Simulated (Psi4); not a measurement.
# C2HClF2 (SMILES FC(F)=CCl): levels of theory compared

Aim: a comparison of 5 runs (HF/STO-3G, HF/3-21G, B3LYP/6-31G*, HSE06/6-31G*, TPSSh/6-31G*) of C2HClF2. 

The results are computed with Psi4 1.11.

2 further runs of the same task are left out: 2 set aside as unsound or not needed.

## (1) The molecule

C2HClF2 has 6 atoms, charge 0, and is taken as a singlet. As SMILES, `FC(F)=CCl`. One bond was lengthened or shortened from a relaxed shape.

Bond lengths: F1–C2 1.312 Å, C2–F3 1.305 Å, C2–C4 1.519 Å, C4–Cl5 1.706 Å, C4–H6 1.079 Å. Angles: F1–C2–F3 111.1°, F1–C2–C4 123.1°, F3–C2–C4 125.8°, C2–C4–Cl5 122.3°, C2–C4–H6 120.1°, Cl5–C4–H6 117.5°.

## (2) Energy and forces at HF/STO-3G (run 1)

The input, run.py:

```python
import psi4

psi4.set_memory(1600000000)
psi4.set_num_threads(1)
psi4.set_output_file('output.dat', False)

m = psi4.geometry("""
0 1
F
C 1 1.311824
F 2 1.305237 1 111.06578
C 2 1.5187 3 125.79168 1 179.99935
Cl 4 1.706194 2 122.32738 3 1e-05
H 4 1.078919 2 120.12415 3 179.9992
units angstrom
symmetry c1
no_reorient
no_com
""")

psi4.set_options({
    'basis': 'STO-3G',
    'puream': True,
    'e_convergence': 1e-09,
    'd_convergence': 1e-08,
    'scf_type': 'pk',
})

e, wfn = psi4.gradient('scf', molecule=m, return_wfn=True)
psi4.oeprop(wfn, 'DIPOLE', 'MULLIKEN_CHARGES', 'LOWDIN_CHARGES', title='SCF')
print('gradient / Eh bohr^-1')
print(e.np.round(6))
print(f'energy = {wfn.energy():.10f} Eh')
for k, v in sorted(psi4.core.scalar_variables().items()):
    print(f'{k:45s} {v:18.10f}')
```

Command:

```sh
$ python run.py
```

output.dat:

```text
[...]
  Running in c1 symmetry.
[...]
  Nuclear repulsion =  206.006435204996905
[...]
  Multiplicity = 1
[...]
  Nalpha       = 24
  Nbeta        = 24
[...]
    Number of basis functions: 30
[...]
   @RHF iter   1:  -725.82102365598905   -1.98907e+00   1.39048e-02 ADIIS/DIIS
[...]
   @RHF iter  11:  -725.95147433621082   -2.61480e-12   8.39605e-09 DIIS
[...]
    Orbital Energies [Eh]
    ---------------------
    Doubly Occupied:
       1A   -103.720519     2A    -26.049869     3A    -26.046859
       4A    -11.237426     5A    -11.076374     6A    -10.400675
       7A     -7.845025     8A     -7.839199     9A     -7.839173
      10A     -1.632762    11A     -1.561978    12A     -1.082234
      13A     -0.906553    14A     -0.771930    15A     -0.680726
      16A     -0.656111    17A     -0.656051    18A     -0.546689
      19A     -0.536154    20A     -0.528284    21A     -0.494581
      22A     -0.451935    23A     -0.397778    24A     -0.256137
[...]
  @RHF Final Energy:  -725.95147433621082
   => Energetics <=
    Nuclear Repulsion Energy =            206.0064352049969045
    One-Electron Energy =               -1417.4857756505230100
    Two-Electron Energy =                 485.5278661093152550
    Total Energy =                       -725.9514743362108220
[...]
  -Total Gradient:
     Atom            X                  Y                   Z
    ------   -----------------  -----------------  -----------------
       1       -0.000000515953    -0.008618027286     0.037279977415
       2        0.000002060985    -0.184487247613    -0.116265036165
       3        0.000000266041     0.036673477088    -0.024205833395
       4       -0.000002378561     0.150820071105     0.143668224956
       5        0.000000163488     0.004239254544    -0.043795623308
       6        0.000000403998     0.001372472150     0.003318290504
[...]
 Multipole Moments:
 ------------------------------------------------------------------------------------
     Multipole            Electronic (a.u.)      Nuclear  (a.u.)        Total (a.u.)
 ------------------------------------------------------------------------------------
 L = 1.  Multiply by 2.5417464519 to convert [e a0] to [Debye]
 Dipole X            :          0.0000100            0.0000050            0.0000150
 Dipole Y            :         -2.8600893            2.8256462           -0.0344430
 Dipole Z            :         -1.0950005            0.3760818           -0.7189187
 Magnitude           :                                                    0.7197433
[...]
  Mulliken Charges: (a.u.)
   Center  Symbol    Alpha    Beta     Spin     Total
       1     F     4.55474  4.55474  0.00000 -0.10947
       2     C     2.83393  2.83393  0.00000  0.33214
       3     F     4.55298  4.55298  0.00000 -0.10597
       4     C     3.04910  3.04910  0.00000 -0.09819
       5    CL     8.55810  8.55810  0.00000 -0.11620
       6     H     0.45115  0.45115  0.00000  0.09770
   Total alpha = 24.00000, Total beta = 24.00000, Total charge =  0.00000
  Lowdin Charges: (a.u.)
   Center  Symbol    Alpha    Beta     Spin     Total
[...]
```

The script printed:

```text
gradient / Eh bohr^-1
[[-1.00000e-06 -8.61800e-03  3.72800e-02]
 [ 2.00000e-06 -1.84487e-01 -1.16265e-01]
 [ 0.00000e+00  3.66730e-02 -2.42060e-02]
 [-2.00000e-06  1.50820e-01  1.43668e-01]
 [ 0.00000e+00  4.23900e-03 -4.37960e-02]
 [ 0.00000e+00  1.37200e-03  3.31800e-03]]
energy = -725.9514743362 Eh
CURRENT ENERGY                                   -725.9514743362
CURRENT REFERENCE ENERGY                         -725.9514743362
DD SOLVATION ENERGY                                 0.0000000000
HF KINETIC ENERGY                                 714.4616938550
HF POTENTIAL ENERGY                             -1440.4131681912
HF TOTAL ENERGY                                  -725.9514743362
HF VIRIAL RATIO                                     2.0160817306
NUCLEAR REPULSION ENERGY                          206.0064352050
ONE-ELECTRON ENERGY                             -1417.4857756505
PCM POLARIZATION ENERGY                             0.0000000000
PE ENERGY                                           0.0000000000
SCF ITERATION ENERGY                             -725.9514743362
SCF ITERATIONS                                     11.0000000000
SCF TOTAL ENERGY                                 -725.9514743362
TWO-ELECTRON ENERGY                               485.5278661093
```

Run time: 1.8 s. Hardware: 1 thread of Intel Xeon Platinum 8375C at 2.90GHz (Ice Lake), shared host; peak memory 0.18 GiB.

## (3) The energy at HF/3-21G (run 2)

The input, job.json:

```json
{
  "schema_name": "qcschema_input",
  "schema_version": 1,
  "molecule": {
    "schema_name": "qcschema_molecule",
    "schema_version": 2,
    "symbols": ["F", "C", "F", "C", "Cl", "H"],
    "geometry": [1.84041183, -1.86838545, 2.62307781, 0.64353489, -1.39939322, 0.50342871, 0.50154087, -3.42219386, -0.90082677, -0.4126406, 1.18442364, -0.1635558, -1.96344434, 1.75069897, -2.93304392, -0.19615357, 2.74388233, 1.13188926],
    "molecular_charge": 0,
    "molecular_multiplicity": 1,
    "fix_symmetry": "c1",
    "fix_com": true,
    "fix_orientation": true
  },
  "driver": "energy",
  "model": {
    "method": "hf",
    "basis": "3-21G"
  },
  "keywords": {
    "reference": "rhf",
    "puream": true,
    "e_convergence": 1e-09,
    "d_convergence": 1e-08,
    "scf_type": "pk",
    "scf_properties": ["DIPOLE", "QUADRUPOLE", "LOWDIN_CHARGES"]
  }
}
```

Command:

```sh
$ psi4 --qcschema job.json -n 1 --memory 1600MB
```

stdout:

```text
[...]
  Running in c1 symmetry.
[...]
  Nuclear repulsion =  206.006429634193523
[...]
  Multiplicity = 1
[...]
  Nalpha       = 24
  Nbeta        = 24
[...]
    Number of basis functions: 51
[...]
   @RHF iter   1:  -730.80998672636031   -5.52165e-01   7.62101e-03 DIIS/ADIIS
[...]
   @RHF iter  13:  -730.89715758194563   -3.41061e-13   2.79742e-09 DIIS
[...]
    Orbital Energies [Eh]
    ---------------------
    Doubly Occupied:
       1A   -104.128553     2A    -26.256218     3A    -26.253072
       4A    -11.440716     5A    -11.290474     6A    -10.525672
       7A     -7.989758     8A     -7.984783     9A     -7.984532
      10A     -1.737276    11A     -1.666353    12A     -1.183474
      13A     -1.002191    14A     -0.884952    15A     -0.809522
      16A     -0.782683    17A     -0.771311    18A     -0.700579
      19A     -0.679563    20A     -0.650274    21A     -0.593766
      22A     -0.527993    23A     -0.474164    24A     -0.352767
[...]
  @RHF Final Energy:  -730.89715758194563
   => Energetics <=
    Nuclear Repulsion Energy =            206.0064296341935233
    One-Electron Energy =               -1420.4658778232355871
    Two-Electron Energy =                 483.5622906070965428
    Total Energy =                       -730.8971575819456348
[...]
 Multipole Moments:
 ------------------------------------------------------------------------------------
     Multipole            Electronic (a.u.)      Nuclear  (a.u.)        Total (a.u.)
 ------------------------------------------------------------------------------------
 L = 1.  Multiply by 2.5417464519 to convert [e a0] to [Debye]
 Dipole X            :         11.2589546          -11.1117673            0.1471873
 Dipole Y            :         16.6366378          -16.3992665            0.2373713
 Dipole Z            :         31.6147046          -31.1903606            0.4243440
 Magnitude           :                                                    0.5080129
 L = 2.  Multiply by 1.3450342976 to convert [e a0^2] to [Debye ang]
 Quadrupole XX       :       -128.3248683          101.8297958          -26.4950725
 Quadrupole XY       :        114.2055219         -113.7045388            0.5009831
[...]
```

The result, in JSON:

```text
{
 "driver": "energy",
 "model": {
  "method": "hf",
  "basis": "3-21G"
 },
 "success": true,
 "return_result": -730.8971575819456,
 "properties": {
  "calcinfo_nbasis": 51,
  "calcinfo_nmo": 51,
  "calcinfo_nalpha": 24,
  "calcinfo_nbeta": 24,
  "calcinfo_natom": 6,
  "nuclear_repulsion_energy": 206.00642963419352,
  "return_energy": -730.8971575819456,
  "scf_one_electron_energy": -1420.4658778232356,
  "scf_two_electron_energy": 483.56229060709654,
  "scf_dipole_moment": [0.14718727729754733, 0.23737132831592334, 0.4243440078521239],
  "scf_total_energy": -730.8971575819456,
  "scf_iterations": 13
 }
}
```

It took 1.8 s on 1 thread of Intel Xeon Platinum 8375C at 2.90GHz (Ice Lake), shared host; peak memory 0.19 GiB.

Runs 3 to 4 aren't shown in full; the table further down has their settings and results.

## (4) A single-point energy at TPSSh/6-31G(d) (spherical functions) (run 5)

The input, job.inp:

```
memory 1.6 GB

molecule {
  0 1
  F      0.973904    -0.988707     1.388073
  C      0.340544    -0.740527     0.266403
  F      0.265404    -1.810947    -0.476697
  C     -0.218360     0.626770    -0.086550
  Cl    -1.039010     0.926430    -1.552100
  H     -0.103800     1.452000     0.598970
  symmetry c1
}

set basis 6-31G*
set puream true
set e_convergence 1e-09
set d_convergence 1e-08
set scf_type pk
set dft_radial_points 99
set dft_spherical_points 590

e, wfn = energy("tpssh", return_wfn=True)
oeprop(wfn, "QUADRUPOLE", "MAYER_INDICES", "MULLIKEN_CHARGES", title="TPSSH")
```

Command:

```sh
$ psi4 -i job.inp -o job.out -n 1
```

job.out, cut to the lines that bear on the results:

```text
[...]
  Running in c1 symmetry.
[...]
  Nuclear repulsion =  206.006429487950044
[...]
  Multiplicity = 1
[...]
  Nalpha       = 24
  Nbeta        = 24
[...]
    Number of basis functions: 76
[...]
   @RKS iter   1:  -736.49246272056985   -1.59372e-01   6.45447e-03 DIIS/ADIIS
[...]
   @RKS iter  12:  -736.61461027753023   -1.18234e-11   9.81493e-09 DIIS
[...]
  @RKS Final Energy:  -736.61461027753023
   => Energetics <=
    Nuclear Repulsion Energy =            206.0064294879500437
    One-Electron Energy =               -1426.1349409383192324
    Two-Electron Energy =                 538.0251961565633110
    DFT Exchange-Correlation Energy =     -54.5112949837243832
    Empirical Dispersion Energy =           0.0000000000000000
    VV10 Nonlocal Energy =                  0.0000000000000000
    Total Energy =                       -736.6146102775302325
[...]
 Multipole Moments:
 ------------------------------------------------------------------------------------
     Multipole            Electronic (a.u.)      Nuclear  (a.u.)        Total (a.u.)
 ------------------------------------------------------------------------------------
 L = 1.  Multiply by 2.5417464519 to convert [e a0] to [Debye]
 Dipole X            :          0.6868609           -0.5327459            0.1541149
 Dipole Y            :         -2.6827024            2.7603205            0.0776182
 Dipole Z            :         -0.1222258            0.4717279            0.3495021
 Magnitude           :                                                    0.3897790
 L = 2.  Multiply by 1.3450342976 to convert [e a0^2] to [Debye ang]
 Quadrupole XX       :       -124.5552979           99.2633886          -25.2919093
 Quadrupole XY       :        117.7362022         -117.5315262            0.2046760
[...]
  Mulliken Charges: (a.u.)
   Center  Symbol    Alpha    Beta     Spin     Total
       1     F     4.62029  4.62029  0.00000 -0.24058
       2     C     2.68392  2.68392  0.00000  0.63215
       3     F     4.61420  4.61420  0.00000 -0.22839
       4     C     3.21631  3.21631  0.00000 -0.43262
       5    CL     8.48093  8.48093  0.00000  0.03814
       6     H     0.38435  0.38435  0.00000  0.23130
   Total alpha = 24.00000, Total beta = 24.00000, Total charge = -0.00000
  Mayer Bond Indices:
[...]
```

It took 31 s on 1 thread of Intel Xeon Platinum 8375C at 2.90GHz (Ice Lake), shared host; peak memory 1 GiB.

## (5) Overview of the runs

```tsv
run	level	task	integration grid	energy (Eh)	dipole moment (D)	HOMO energy (eV)	LUMO energy (eV)	wall time
1	HF/STO-3G	gradient	–	-725.951474	1.83	-6.97	6.15	1.8 s
2	HF/3-21G	energy	–	-730.897158	1.29	-9.60	3.05	1.8 s
3	B3LYP/6-31G* (spherical functions)	gradient	99 radial × 590 angular	-736.610019	0.97	-6.30	-0.66	15 s
4	HSE06/6-31G* (spherical functions)	energy	99 radial × 590 angular	-736.214154	0.99	-6.17	-0.86	29 s
5	TPSSh/6-31G* (spherical functions)	energy	99 radial × 590 angular	-736.614610	0.99	-5.88	-0.92	31 s
```

## (6) Results

| quantity | value |
| --- | --- |
| run 5: total energy | -736.61461 Eh |
| run 5: dipole moment | 0.99 D |
| run 5: HOMO energy | -5.88 eV |
| run 5: LUMO energy | -0.92 eV |
| run 5: HOMO–LUMO gap | 4.96 eV |

In words: The dipole moment (its size) runs from 0.97 D (B3LYP/6-31G*) to 1.83 D (HF/STO-3G). The two ends differ in method and basis. The HOMO–LUMO gap runs from 4.96 eV (TPSSh/6-31G*) to 13.12 eV (HF/STO-3G). Totals of different functionals can't be ranked against each other. In run 1 the basis is minimal, so the values are rough. All runs together took 78 s, the longest 31 s.
